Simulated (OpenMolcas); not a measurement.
# One shape, several levels: singlet Si2H5O−

We compute a comparison of 6 runs (HF/STO-3G, HF/6-311+G**, B3LYP/6-31G*, M06-2X/6-311+G**, SVWN5/6-311+G**, CCSD(T)/6-311+G**) of singlet Si2H5O−. 

The calculation is run with OpenMolcas 26.06.

## (1) The structure to begin with

The species is Si2H5O− (8 atoms), meant as a singlet with charge -1. As SMILES of the parent species, `[SiH2]O[SiH3]`. Geometry: relaxed at PBE0-D4/def2-TZVP. This is one conformer, not always the lowest. That shape belongs to the parent species and isn't relaxed for this state.

Bond lengths: Si1–O2 1.637 Å, O2–Si3 1.638 Å, Si1–H4 1.490 Å, Si1–H5 1.494 Å, Si3–H6 1.482 Å, Si3–H7 1.485 Å, Si3–H8 1.486 Å. Angles: Si1–O2–Si3 146.3°, O2–Si1–H4 107.9°, O2–Si1–H5 109.9°, O2–Si3–H6 108.1°, O2–Si3–H7 109.9°, O2–Si3–H8 110.1°, H4–Si1–H5 110.4°, H6–Si3–H7 109.7°, H6–Si3–H8 109.8°, H7–Si3–H8 109.2°.

## (2) The energy at HF/STO-3G (run 1)

run.input

```
* H5OSi2 Hartree-Fock

&GATEWAY
  BasLib
  $CurrDir
  Coord
  8
  angstrom
  Si      -1.281200       0.933000      -0.865900
  O       -0.352300      -0.279200      -0.276900
  Si       0.765000      -0.723000       0.835900
  H       -1.902800       0.458100      -2.133600
  H       -0.440600       2.142000      -1.118700
  H        1.291900      -2.054600       0.453100
  H        0.138100      -0.799300       2.180400
  H        1.874100       0.266000       0.869800
  Basis
  STO-3G
  Group
  NoSym

&SEWARD

&SCF
  Charge
  -1
  Thresholds
  1e-10 1e-07 1e-07 1e-05
  PrOrbitals
  0
```

The basis set STO-3G is read from a file made from the Basis Set Exchange's data (not shown).

The run is started by

```bash
$ export MOLCAS_MEM=1860
$ pymolcas run.input > run.log
```

What it wrote:

```text
--- Start Module: gateway ---
[...]
--- Stop Module: gateway /rc=_RC_ALL_IS_WELL_ ---
--- Start Module: seward ---
[...]
      Basis functions           28
--- Stop Module: seward /rc=_RC_ALL_IS_WELL_ ---
--- Start Module: scf ---
[...]
       Convergence after  14 Iterations
[...]
::    Total SCF energy                               -647.7141384935
[...]
      Total spin, S                                     0.0000000000
[...]
      Total electronic charge=   42.000000
      Total            charge=   -1.000000
[...]
      Dipole Moment (debye):
      Origin of the operator (angstrom)=   -0.2482    0.0185   -0.0651
                   X=  4.3166E+00               Y= -3.3310E+00               Z=  2.7640E+00           Total=  6.1129E+00
      Center of Charge (angstrom)
[...]
--- Stop Module: scf /rc=_RC_ALL_IS_WELL_ ---
[...]
```

Run time: 1.7 s. Hardware: 1 thread of Intel Xeon Platinum 8375C at 2.90GHz (Ice Lake), shared host; peak memory 0.37 GiB.

## (3) The energy at HF/6-311+G(d,p) (run 2)

job.inp

```
* H5OSi2 Hartree-Fock
&gateway
baslib = $CurrDir
coord
8
angstrom
Si      -1.281200       0.933000      -0.865900
O       -0.352300      -0.279200      -0.276900
Si       0.765000      -0.723000       0.835900
H       -1.902800       0.458100      -2.133600
H       -0.440600       2.142000      -1.118700
H        1.291900      -2.054600       0.453100
H        0.138100      -0.799300       2.180400
H        1.874100       0.266000       0.869800
basis = 6-311pGss
group = NoSym
&seward
&scf
charge = -1
thresholds = 1e-10 1e-07 1e-07 1e-05
prorbitals = 1 2
```

The basis set 6-311+G** is read from a file made from the Basis Set Exchange's data (not shown).

The run is started by

```bash
$ export MOLCAS_MEM=1860
$ pymolcas job.inp > job.log
```

What it wrote:

```text
--- Start Module: gateway ---
[...]
--- Stop Module: gateway /rc=_RC_ALL_IS_WELL_ ---
--- Start Module: seward ---
[...]
      Basis functions          112
--- Stop Module: seward /rc=_RC_ALL_IS_WELL_ ---
[...]
--- Start Module: scf ---
[...]
       Convergence after  18 Iterations
[...]
::    Total SCF energy                               -655.6939925379
[...]
      Total spin, S                                     0.0000000000
[...]
      Total electronic charge=   42.000000
      Total            charge=   -1.000000
[...]
      Dipole Moment (debye):
      Origin of the operator (angstrom)=   -0.2482    0.0185   -0.0651
                   X=  6.3535E+00               Y= -4.3921E+00               Z=  2.1299E+00           Total=  8.0121E+00
      Center of Charge (angstrom)
[...]
--- Stop Module: scf /rc=_RC_ALL_IS_WELL_ ---
[...]
```

Run time: 16 s. Hardware: 1 thread of Intel Xeon Platinum 8375C at 2.90GHz (Ice Lake), shared host; peak memory 0.67 GiB.

Run 3 isn't shown in full; the table further down has it.

## (4) A single-point energy at M06-2X/6-311+G(d,p) (run 4)

job.inp, as its differences from that of step 3:

```diff
@@ -1,5 +1,4 @@
-* H5OSi2 Hartree-Fock
-&gateway
-baslib = $CurrDir
-coord
+&GATEWAY
+BasLib=$CurrDir
+Coord
 8
@@ -14,8 +13,12 @@
 H        1.874100       0.266000       0.869800
-basis = 6-311pGss
-group = NoSym
-&seward
-&scf
-charge = -1
-thresholds = 1e-10 1e-07 1e-07 1e-05
-prorbitals = 1 2
+Basis=6-311pGss
+Group=NoSym
+&SEWARD
+GridInput
+Grid=UltraFine
+End of Grid
+&SCF
+Charge=-1
+KSDFT=M062X
+Thresholds=1e-10 1e-07 1e-07 1e-05
+PrOrbitals=1 2
```

The basis set 6-311+G** is read from a file made from the Basis Set Exchange's data (not shown).

The run is started by

```bash
$ export MOLCAS_MEM=1860
$ pymolcas job.inp > job.log
```

What it wrote:

```text
--- Start Module: gateway ---
[...]
--- Stop Module: gateway /rc=_RC_ALL_IS_WELL_ ---
--- Start Module: seward ---
[...]
      Basis functions          112
--- Stop Module: seward /rc=_RC_ALL_IS_WELL_ ---
[...]
--- Start Module: scf ---
[...]
       Convergence after  19 Iterations
[...]
::    Total KS-DFT energy                            -657.2079935981
[...]
      Total spin, S                                     0.0000000000
[...]
      Total electronic charge=   42.000000
      Total            charge=   -1.000000
[...]
      Dipole Moment (debye):
      Origin of the operator (angstrom)=   -0.2482    0.0185   -0.0651
                   X=  5.6703E+00               Y= -4.0518E+00               Z=  2.2192E+00           Total=  7.3139E+00
      Center of Charge (angstrom)
[...]
--- Stop Module: scf /rc=_RC_ALL_IS_WELL_ ---
[...]
```

It took 53 s on 1 thread of Intel Xeon Platinum 8375C at 2.90GHz (Ice Lake), shared host; peak memory 0.67 GiB.

Run 5 isn't shown in full; the table further down has it.

## (5) The energy at CCSD(T)/6-311+G(d,p) (Cholesky decomposition) (run 6)

run.inp

```
* H5OSi2 CCSD(T)
&GATEWAY
BasLib=$CurrDir
Coord
8
angstrom
Si      -1.281200       0.933000      -0.865900
O       -0.352300      -0.279200      -0.276900
Si       0.765000      -0.723000       0.835900
H       -1.902800       0.458100      -2.133600
H       -0.440600       2.142000      -1.118700
H        1.291900      -2.054600       0.453100
H        0.138100      -0.799300       2.180400
H        1.874100       0.266000       0.869800
Basis=6-311pGss
Group=NoSym
&SEWARD
High
&SCF
Charge=-1
Thresholds=1e-10 1e-07 1e-07 1e-05
PrOrbitals=1 1
&CHCC
Frozen=11
Threshold=1e-08
MaxIterations=80
&CHT3
Frozen=11
```

The basis set 6-311+G** is read from a file made from the Basis Set Exchange's data (not shown).

The run is started by

```bash
$ export MOLCAS_MEM=1860
$ pymolcas run.inp > run.log
```

What it wrote:

```text
--- Start Module: gateway ---
[...]
--- Stop Module: gateway /rc=_RC_ALL_IS_WELL_ ---
[...]
      Basis functions          112
[...]
       Convergence after  18 Iterations
[...]
::    Total SCF energy                               -655.6939925147
[...]
      Total spin, S                                     0.0000000000
[...]
      Total electronic charge=   42.000000
      Total            charge=   -1.000000
[...]
      Dipole Moment (debye):
      Origin of the operator (angstrom)=   -0.2482    0.0185   -0.0651
                   X=  6.3535E+00               Y= -4.3921E+00               Z=  2.1299E+00           Total=  8.0121E+00
      Center of Charge (angstrom)
[...]
--- Start Module: chcc ---
[...]
--- Stop Module: chcc /rc=_RC_ALL_IS_WELL_ ---
[...]
--- Start Module: cht3 ---
[...]
--- Stop Module: cht3 /rc=_RC_ALL_IS_WELL_ ---
[...]
```

Wall time 7.3 min (1 thread of Intel Xeon Platinum 8375C at 2.90GHz (Ice Lake), shared host); peak memory 0.19 GiB.

## (6) The series

```csv
run,level,integration grid,integral approximation,energy (Eh),HOMO energy (eV),LUMO energy (eV),HOMO–LUMO gap (eV),wall time
1,HF/STO-3G,–,none,-647.714138,5.17,18.28,13.11,1.7 s
2,HF/6-311+G**,–,none,-655.693993,-0.64,4.10,4.74,16 s
3,B3LYP/6-31G* (spherical functions),UltraFine,none,-657.231858,2.10,4.52,2.42,16 s
4,M06-2X/6-311+G**,UltraFine,none,-657.207994,0.30,2.98,2.68,53 s
5,SVWN5/6-311+G**,UltraFine,none,-654.403724,1.62,2.46,0.84,29 s
6,CCSD(T)/6-311+G** (Cholesky decomposition),–,CD high,-656.161918,-0.64,4.10,4.74,7.3 min
```

## (7) Summary of results

| quantity | value |
| --- | --- |
| run 6: total energy | -656.16192 Eh |
| run 6: HOMO energy (Hartree–Fock orbitals) | -0.64 eV |
| run 6: LUMO energy (Hartree–Fock orbitals) | 4.10 eV |
| run 6: HOMO–LUMO gap (to an unbound level, set by the basis) | 4.74 eV |
| run 6: correlation energy (11 core orbitals frozen) | -467.9 mEh |
| run 6: (T) correction | -12.99 mEh |

**Reading.** Over runs 1, 2, 3, 4, 5 the HOMO–LUMO gap runs from 0.84 eV (SVWN5/6-311+G**) to 13.11 eV (HF/STO-3G). The two ends differ in method and basis. The empty levels of an anion lie above zero and hang on the basis. Totals of different functionals can't be ranked against each other. In runs 1, 3, 4, 5 the HOMO lies above zero, so the outermost electron may be held by the basis alone. In run 1 the basis is minimal, so the values are rough. All runs together took 9.2 min, the longest 7.3 min.
